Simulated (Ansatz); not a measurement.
CH5N, SMILES CN, a rigid torsion scan

With the Python package of Ansatz (0.2.0).

Run as a notebook:

In [1]:
```python
import ansatz
from ase import Atoms
```

In [2]:
```python
BASIS_SET = "def2-TZVP"
XC = "CAM-B3LYP"
FMAX = 0.02
```

In [3]:
```python
atoms = Atoms(["C", "N", "H", "H", "H", "H", "H"], positions=[
    [-0.4779, -0.1386, -0.2854],
    [0.7967, 0.3901, 0.1683],
    [-0.9762, -0.8034, 0.4348],
    [-0.3141, -0.693, -1.2086],
    [-1.1434, 0.6968, -0.4989],
    [1.4421, -0.3686, 0.3632],
    [0.6728, 0.9167, 1.0265],
])
```

In [4]:
```python
first = (
    ansatz.Crystal.molecule_from_ase(atoms).calculation()
    .basis(gaussian=BASIS_SET)
    .functional(XC)
    .relax(force_tolerance=FMAX, max_steps=80)
)
atoms.positions = first.run(threads=1, pin="off").report["positions_ang"]
```

In [5]:
```python
start = atoms.get_dihedral(2, 0, 1, 5)
energies = {}
for turn in range(0, 360, 30):
    turned = atoms.copy()
    turned.set_dihedral(2, 0, 1, 5, start + turn, indices=[1, 5, 6])
    calc = ansatz.Crystal.molecule_from_ase(turned).calculation().basis(gaussian=BASIS_SET).functional(XC)
    energies[round((start + turn) % 360)] = calc.run(threads=1, pin="off").report["free_energy_ev"]
floor = min(energies.values())
print("dihedral H2-C0-N1-H5 (deg)   E - E(min) (kcal/mol)")
for angle, e in sorted(energies.items()):
    print(f"{angle:8d} {23.060548 * (e - floor):14.3f}  " + "#" * int(30 * (e - floor) / max(max(energies.values()) - floor, 1e-9)))
```
```text
dihedral H2-C0-N1-H5 (deg)   E - E(min) (kcal/mol)
      30          0.994  ###########
      60          0.000
      90          0.998  ###########
     120          2.319  ###########################
     150          1.982  #######################
     180          1.251  ##############
     210          1.844  #####################
     240          2.528  ##############################
     270          1.841  #####################
     300          1.251  ##############
     330          1.984  #######################
     360          2.318  ###########################
```

The scan is rigid and the energies are electronic, in a modest basis. With rigid groups the curve can differ much from the relaxed path, the start wasn't checked as a minimum of this torsion, and equivalent turns needn't return to the same energy. Run time: 24 s on 1 thread of Arm Neoverse V2, with other jobs on the host, peak memory 0.21 GiB.

(Lines on the test bed's own set-up are left out of the output.)
